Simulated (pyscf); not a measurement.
H₃C–SH + H₂S → H₃C–SH + H₂S (four-centre exchange; singlet surface; H–S, H–S broken, H–S, H–S formed). PySCF, gas phase, ωB97X-D3(BJ)/def2-SVP geometries. Correlated levels are frozen-core, on RHF or UHF. ΔMP2 is the change of the MP2 total energy from the triple- to the quadruple-zeta basis. Energies in eV from the separated reactants.

```tsv
level	barrier	reaction energy
ωB97X-D3(BJ)/def2-TZVP	1.91	0.00
PBE0-D3(BJ)/def2-TZVP	1.52	0.00
M06-2X/def2-TZVP	1.84	0.00
ωB97M-D3(BJ)/def2-TZVP	1.90	0.00
CCSD/def2-TZVPP	2.19	0.00
CCSD(T)/def2-TZVPP	1.96	0.00
CCSD(T)/def2-TZVPP + ΔMP2(QZVPP)	1.91	0.00
```

Of the functionals in the table, ωB97X-D3(BJ) is closest to CCSD(T)/def2-TZVPP + ΔMP2(QZVPP) in the barrier (0.00 eV apart) and PBE0-D3(BJ) least close (0.39 eV); that level has limits of its own. This is the saddle that the search found; another between the same sides may lie lower. The CCSD(T) − MP2 part came from Ansatz, without density fitting, on the same reference.
